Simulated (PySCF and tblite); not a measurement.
The numbers below are computed, except where a source is named.
## Methoxyacetonitrile, C3H5NO, numbered as in [CH3:1][O:2][CH2:3][C:4]#[N:5]: conformational analysis

Geometries GFN2-xTB; weights from PBE0-D3(BJ)/def2-SVP (IEF-PCM, water) energies and GFN2-xTB thermal corrections, with symmetry numbers and mirror pairs. Conformers within 3 kcal/mol (GFN2-xTB free energy) were kept, 10 at most. GIAO shieldings: KT2/pcSseg-1 (IEF-PCM, water). Couplings: B3LYP/pcJ-1 (gas phase; spin-dipole term only for pairs with B, N, F, Si or P). Couplings are for ¹³C, ¹H, ¹⁵N, ¹⁷O. Shifts are against TMS (¹H), TMS (¹³C) at the same level. Codes: tblite and PySCF.

Torsions listed: C1–O2–C3–C4. Of a mirror pair one member is shown.

```
conformer  shape   symmetry  E(GFN2) kcal/mol  E(DFT) kcal/mol  G(298.15 K) kcal/mol  weight %  dipole D
        1    66°  C1 (pair)              0.00             0.00                  0.00      88.8      3.78
        2   180°         Cs              1.49             0.89                  1.22      11.2      5.71
```

Weights (%) against temperature:

| T (K) | 1 | 2 | S(mix) cal/mol/K |
| --- | --- | --- | --- |
| 250 | 90.9 | 9.1 | 1.86 |
| 273.15 | 89.8 | 10.2 | 1.89 |
| 298.15 | 88.8 | 11.2 | 1.92 |
| 323.15 | 87.8 | 12.2 | 1.95 |
| 373.15 | 86.1 | 13.9 | 1.99 |

Averaged shifts at 298.15 K. ¹H: 4.74 (H3, 2H), 3.78 (H1, 3H) ppm. ¹³C: 114.1 (C4), 62.0 (C1), 61.3 (C3) ppm.

Averaged couplings (Hz): ¹J(C1,O2) 23.6, ¹J(C1,H1) 146.8, ³J(C1,H3) 6.3, ¹J(O2,C3) 26.7, ²J(O2,C4) -2.0, ³J(O2,N5) 0.0, ²J(H1,O2) -6.9, ²J(O2,H3) -7.8, ¹J(C3,C4) 71.7, ²J(C3,N5) 3.0, ³J(H1,C3) 6.9, ¹J(C3,H3) 154.2, ¹J(C4,N5) -20.9, ²J(H3,C4) -6.2, ³J(H3,N5) -1.7, ²J(H1,H1) -11.1, ²J(H3,H3) -17.3.

Coordinates of conformer 1 (Å):

```xyz
10

C    -1.186    0.507   -0.378
O    -0.568    0.270    0.866
C     0.544   -0.589    0.794
C     1.654   -0.028    0.040
N     2.505    0.430   -0.570
H    -2.034    1.157   -0.174
H    -0.506    1.002   -1.079
H    -1.542   -0.429   -0.826
H     0.868   -0.759    1.826
H     0.273   -1.556    0.335
```

Coordinates of conformer 2 (Å):

```xyz
10

C    -1.508    0.241   -0.083
O    -0.244   -0.005   -0.642
C     0.771   -0.109    0.328
C     2.045   -0.363   -0.313
N     3.058   -0.564   -0.798
H    -2.203    0.301   -0.916
H    -1.812   -0.570    0.591
H    -1.521    1.187    0.473
H     0.858    0.825    0.913
H     0.566   -0.938    1.030
```

Shifts are unscaled: against experiment ¹³C can be off by 15 ppm or more and ¹H by 0.8 ppm.

Search and properties took 44 s on 1 thread of Arm Neoverse V1 (shared host) (rough), launched as `OMP_NUM_THREADS=1 python ens_run.py task.json out`.
